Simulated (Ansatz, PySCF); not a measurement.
This PySCF input computes a CCSD(T)/cc-pVDZ energy:

```python
from pyscf import gto, scf, mp, cc as ccmod

mol = gto.M(
    atom='''
    C     0.00338377    0.10886783    0.55856994
    C    -0.00493192    1.40362732   -0.22443988
    C     0.00154860   -1.23332597   -0.22868881
    H    -0.86721713    0.06866735    1.23737251
    H     0.88297494    0.07298702    1.22592807
    H     0.00802955   -2.13036317    0.42385519
    H     0.88047196    1.44474346   -0.88717900
    H    -0.89911906    1.44035123   -0.87554232
    H    -0.88326491   -1.28787415   -0.87278214
    H     0.87812193   -1.28352684   -0.88429978
    ''',
    basis='cc-pvdz',
    charge=-1,
    spin=0,
    verbose=4,
)

mf = scf.RHF(mol)
mf.conv_tol = 1e-10
mf.max_cycle = 100
mf.kernel()
mp2 = mp.MP2(mf, frozen=3).run()
cc = ccmod.CCSD(mf, frozen=3)
cc.max_cycle = 100
cc.kernel()
et = cc.ccsd_t()
print(f'E(CCSD(T)) = {cc.e_tot + et:.9f}')
```

Write an input for the same energy in Ansatz (a first-principles code) and say what it gives.


Ansatz 0.2 input:
```yaml
crystal:
  periodic: [false, false, false]
  atoms:
    - {symbol: C, position_ang: [0.00338377, 0.10886783, 0.55856994]}
    - {symbol: C, position_ang: [-0.00493192, 1.40362732, -0.22443988]}
    - {symbol: C, position_ang: [0.00154860, -1.23332597, -0.22868881]}
    - {symbol: H, position_ang: [-0.86721713, 0.06866735, 1.23737251]}
    - {symbol: H, position_ang: [0.88297494, 0.07298702, 1.22592807]}
    - {symbol: H, position_ang: [0.00802955, -2.13036317, 0.42385519]}
    - {symbol: H, position_ang: [0.88047196, 1.44474346, -0.88717900]}
    - {symbol: H, position_ang: [-0.89911906, 1.44035123, -0.87554232]}
    - {symbol: H, position_ang: [-0.88326491, -1.28787415, -0.87278214]}
    - {symbol: H, position_ang: [0.87812193, -1.28352684, -0.88429978]}
basis:
  gaussian:
    orbitals: cc-pVDZ
total_charge: -1
magnetization: {spin_polarized: false}
correlation: {method: ccsd_t, electrons: outside_noble_gas}
```
It gives -118.07565 Eh, and PySCF -118.07565 Eh, a difference of 0.00 mEh.

It need not be the lowest isomer of its formula. Whether it binds its extra electron was not tested at this geometry.
